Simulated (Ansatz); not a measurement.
Consider the hydrogenolysis of a C–F bond: `C/N=C(/F)Cl` + H₂ → `C/N=C/Cl` + H–F.

Isolated molecules relaxed with PBE0-D4/def2-TZVP in Ansatz; ΔE leaves out vibrations. CCSD(T)/CBS adds triple-zeta CCSD(T) − MP2 to the extrapolated MP2 energy (def2 sets, frozen cores). This one scheme is used for every species. Double bonds are as drawn, so ΔE can hold a change between cis and trans. Functionals use def2-TZVPP. B3LYP here is the variant with VWN-RPA as its local correlation; programs differ in this.

```
          level  ΔE (kcal/mol)  difference from CCSD(T)/CBS
      r2SCAN-D4          -12.5                          6.3
        PBE0-D4          -15.3                          3.5
       B3LYP-D4          -15.0                          3.8
        ωB97M-V          -15.1                          3.7
         B2PLYP          -16.5                          2.3
            PBE          -13.5                          5.3
         r2SCAN          -12.6                          6.2
           PBE0          -15.7                          3.1
          B3LYP          -15.8                          3.0
  HF/def2-TZVPP          -19.8                         -1.0
 MP2/def2-TZVPP          -18.1                          0.7
CCSD/def2-TZVPP          -19.0                         -0.2
  HF/def2-QZVPP          -19.9                         -1.1
 MP2/def2-QZVPP          -18.7                          0.1
   HF/CBS(def2)          -20.0                         -1.2
  MP2/CBS(def2)          -19.0                         -0.2
    CCSD(T)/CBS          -18.8                            0
```

Largest T1 diagnostic among the species: 0.013.

The D4 term adds +0.8 kcal/mol with B3LYP and +0.4 kcal/mol with PBE0; it sums over pairs of atoms, weighted by their polarisabilities, and B3LYP, whose exchange is more repulsive, gets the larger term. In def2-TZVPP, CCSD(T) changes the Hartree–Fock value by +2.0 kcal/mol (the triples alone add +1.1 kcal/mol) and MP2 by +1.7 kcal/mol.
